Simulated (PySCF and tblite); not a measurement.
The numbers below are computed, except where a source is named.
C4H6O2, numbered as in [CH2:1]=[CH:2][C:3](=[O:4])[O:5][CH3:6].

The ensemble was built from 90 distance-geometry starts (ETKDG and KDG, MMFF94s, GFN2-xTB) and rests on PBE0-D3(BJ)/def2-SVP geometries. Weights use PBE0-D3(BJ)/def2-TZVP (IEF-PCM, chloroform) energies plus GFN2-xTB zero-point and thermal terms (modes under about 100 cm⁻¹ blended into free rotors). Symmetry numbers and mirror images are counted. Conformers within 3 kcal/mol (GFN2-xTB free energy) were kept, 8 at most. Couplings: B3LYP/pcJ-1 (gas phase; spin-dipole term only for pairs with B, N, F, Si or P). Couplings are for ¹³C, ¹H, ¹⁷O. Of two unlike H on one atom, a is the less shielded (WP04/pcSseg-1 (IEF-PCM, chloroform)). Programs: PySCF with density fitting and tblite.

Torsions listed: C1–C2–C3–O5, O4–C3–O5–C6.

| conformer | shape | weight % |
| --- | --- | --- |
| 1 | -179°, 0° | 69.5 |
| 2 | 0°, 0° | 30.5 |

Task: Give the couplings in each conformer and the averages at 298.15 K (pairs that fast motion interchanges averaged).

Result: 
```tsv
coupling	pairs	1	2	average (Hz)
¹J(C1,C2)	1	76.2	73.4	75.3
³J(C1,O4)	1	-1.5	-2.9	-1.9
³J(C1,O5)	1	-4.2	-1.7	-3.5
¹J(C1,H1a)	1	172.1	171.4	171.9
¹J(C1,H1b)	1	170.2	169.2	169.9
²J(C1,H2)	1	0.3	-0.1	0.2
¹J(C2,C3)	1	78.8	79.7	79.0
²J(C2,O4)	1	-2.5	-5.0	-3.3
²J(C2,O5)	1	-25.6	-21.0	-24.2
²J(H1a,C2)	1	-4.1	-3.7	-4.0
²J(H1b,C2)	1	0.8	0.1	0.6
¹J(C2,H2)	1	171.9	172.8	172.2
⁴J(C2,H6)	3	-0.6	-0.5	-0.6
¹J(C3,O4)	1	29.2	28.8	29.1
¹J(C3,O5)	1	33.3	33.8	33.4
³J(H1a,C3)	1	8.2	8.1	8.2
³J(H1b,C3)	1	14.7	14.0	14.5
²J(H2,C3)	1	3.5	5.4	4.1
³J(C3,H6)	3	4.4	4.3	4.4
³J(O4,C6)	1	-2.1	-2.1	-2.1
³J(H2,O4)	1	-1.6	-0.4	-1.2
¹J(O5,C6)	1	20.6	20.0	20.4
⁴J(H1b,O5)	1	-1.6	0.0	-1.1
³J(H2,O5)	1	-0.2	-5.7	-1.9
²J(O5,H6)	3	-6.4	-6.5	-6.4
⁴J(H2,C6)	1	0.2	1.4	0.6
¹J(C6,H6)	3	151.8	151.9	151.9
²J(H1a,H1b)	1	2.7	2.1	2.5
³J(H1a,H2)	1	18.7	19.2	18.8
³J(H1b,H2)	1	11.3	12.0	11.5
²J(H6,H6)	3	-11.8	-11.7	-11.8
```
